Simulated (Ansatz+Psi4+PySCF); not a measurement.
doublet N4(+) in separate pieces: levels of theory in one basis

```xyz
4

N     0.5650    0.0000   -3.0000
N    -0.5650    0.0000   -3.0000
N    -0.5650    0.0000    3.0000
N     0.5750    0.0000    3.0000
```

Basis set: cc-pVTZ (spherical functions). Correlated methods keep 4 orbitals frozen. Correlation on ROHF uses semicanonical orbitals with singles. Charge 1, multiplicity 2.

Computed with Ansatz (development build ahead of 0.2.0); each method stands on the lowest determinant of its kind that the runs found.

```
  method  E − E(ROHF) (eV)  <S²> of the determinant
    ROHF              0.00                     0.75
     UHF             -0.11                     0.80
ROHF-MP2            -18.79                        –
 UHF-MP2            -18.98                     0.80
```

Problem. Is a single determinant a sound starting point here?

Solution. By this sign, yes. Unrestricted orbitals gain 0.11 eV and <S²> is 0.80 against 0.75 for a pure state.

Caution for ROHF-MP2, UHF-MP2: MP2 on this radical cation hangs on the determinant chosen. Caution for UHF-MP2: another reference gives a lower total.
